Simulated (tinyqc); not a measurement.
Worked calculation: CIS on RHF in the sto-3g basis, for BH2+, spin multiplicity 1. One step of it, computed by the program tinyqc.

Problem. CIS matrix, singlets. A(ia,jb) = (e_a - e_i) d_ij d_ab + 2 (ia|jb) - (ij|ab).

orbital energies (hartree): MO1 -7.933524, MO2 -0.963001, MO3 -0.822277, MO4 -0.226503, MO5 -0.163393, MO6 0.191575, MO7 0.304558

Two-electron integrals over orbitals (pq|rs), unique and non-zero (hartree):
```
(11|11) 2.891393    (21|11) -0.258123   (21|21) 0.036638    (22|11) 0.618113
(22|21) -0.008420   (22|22) 0.468656    (31|31) 0.008827    (32|31) 0.014746
(32|32) 0.141601    (33|11) 0.554064    (33|21) -0.003589   (33|22) 0.460630
(33|33) 0.478937    (41|11) 0.136995    (41|21) -0.017267   (41|22) 0.012266
(41|33) 0.005939    (41|41) 0.025640    (42|11) -0.074947   (42|21) 0.006240
(42|22) 0.018060    (42|33) 0.016341    (42|41) 0.013934    (42|42) 0.071178
(43|31) -0.002119   (43|32) 0.024394    (43|43) 0.031008    (44|11) 0.703478
(44|21) -0.011775   (44|22) 0.442742    (44|33) 0.425568    (44|41) -0.010812
(44|42) -0.073078   (44|44) 0.575445    (51|51) 0.021668    (52|51) 0.022077
(52|52) 0.075268    (53|53) 0.018867    (54|51) -0.011372   (54|52) -0.031069
(54|54) 0.041659    (55|11) 0.742009    (55|21) -0.009627   (55|22) 0.470840
(55|33) 0.436036    (55|41) 0.004765    (55|42) -0.038283   (55|44) 0.506692
(55|55) 0.586773    (61|11) -0.196369   (61|21) 0.029771    (61|22) -0.001912
(61|33) -0.000655   (61|41) -0.004234   (61|42) 0.013597    (61|44) -0.016606
(61|55) -0.005531   (61|61) 0.029766    (62|11) 0.195378    (62|21) -0.006486
(62|22) 0.049191    (62|33) 0.010883    (62|41) 0.013096    (62|42) -0.003344
(62|44) 0.058449    (62|55) 0.099333    (62|61) 0.000897    (62|62) 0.087380
(63|31) 0.000876    (63|32) -0.067742   (63|43) -0.026567   (63|63) 0.076794
(64|11) 0.086756    (64|21) 0.000019    (64|22) 0.024481    (64|33) 0.002665
(64|41) 0.005514    (64|42) -0.000588   (64|44) 0.040901    (64|55) 0.041122
(64|61) 0.003500    (64|62) 0.048679    (64|64) 0.034105    (65|51) 0.016554
(65|52) 0.050792    (65|54) -0.011099   (65|65) 0.042103    (66|11) 0.600091
(66|21) -0.006877   (66|22) 0.472392    (66|33) 0.466160    (66|41) 0.021132
(66|42) 0.054976    (66|44) 0.408738    (66|55) 0.444684    (66|61) 0.004955
(66|62) 0.032739    (66|64) 0.017989    (66|66) 0.522265    (71|31) 0.013539
(71|32) 0.020225    (71|43) -0.003674   (71|63) 0.001475    (71|71) 0.020884
(72|31) 0.007901    (72|32) -0.014598   (72|43) -0.031040   (72|63) 0.050572
(72|71) 0.011547    (72|72) 0.053852    (73|11) 0.220612    (73|21) -0.006179
(73|22) 0.041403    (73|33) 0.024632    (73|41) -0.000649   (73|42) -0.051931
(73|44) 0.101470    (73|55) 0.107735    (73|61) -0.006310   (73|62) 0.070861
(73|64) 0.038389    (73|66) -0.005803   (73|73) 0.108580    (74|31) -0.008436
(74|32) -0.068556   (74|43) 0.003600    (74|63) 0.040063    (74|71) -0.012374
(74|72) 0.004017    (74|74) 0.053876    (75|53) 0.016571    (75|75) 0.018356
(76|31) 0.009794    (76|32) 0.117266    (76|43) 0.037272    (76|63) -0.081193
(76|71) 0.013501    (76|72) -0.041705   (76|74) -0.056458   (76|76) 0.125701
(77|11) 0.644885    (77|21) -0.008949   (77|22) 0.462226    (77|33) 0.479727
(77|41) 0.003985    (77|42) -0.001201   (77|44) 0.458309    (77|55) 0.457104
(77|61) -0.006651   (77|62) 0.011500    (77|64) 0.001113    (77|66) 0.475826
(77|73) 0.035110    (77|77) 0.508568
```

Give: CIS matrix A, singlet.

Solution.

CIS matrix A, singlet (hartree), lower triangle:
```
         1>4     1>5      1>6      1>7      2>4     2>5     2>6      2>7
1>4   7.0548
1>5   0.0000  7.0715
1>6  -0.0952  0.0000   7.5845
1>7   0.0000  0.0000   0.0000   7.6350
2>4   0.0396  0.0000   0.0272   0.0000   0.4361
2>5   0.0000  0.0538   0.0000   0.0000   0.0000  0.4793
2>6   0.0262  0.0000   0.0087   0.0000  -0.0312  0.0000  0.8569
2>7   0.0000  0.0000   0.0000   0.0320   0.0000  0.0000  0.0000   0.9130
3>4   0.0000  0.0000   0.0000   0.0011   0.0000  0.0000  0.0000   0.0065
3>5   0.0000  0.0000   0.0000   0.0000   0.0000  0.0000  0.0000   0.0000
3>6   0.0000  0.0000   0.0000  -0.0068   0.0000  0.0000  0.0000  -0.0161
3>7   0.0071  0.0000  -0.0224   0.0000  -0.0353  0.0000  0.0245   0.0000

         3>4     3>5     3>6     3>7
3>4   0.2322
3>5   0.0000  0.2606
3>6  -0.0558  0.0000  0.7013
3>7   0.0000  0.0000  0.0000  0.8643
```
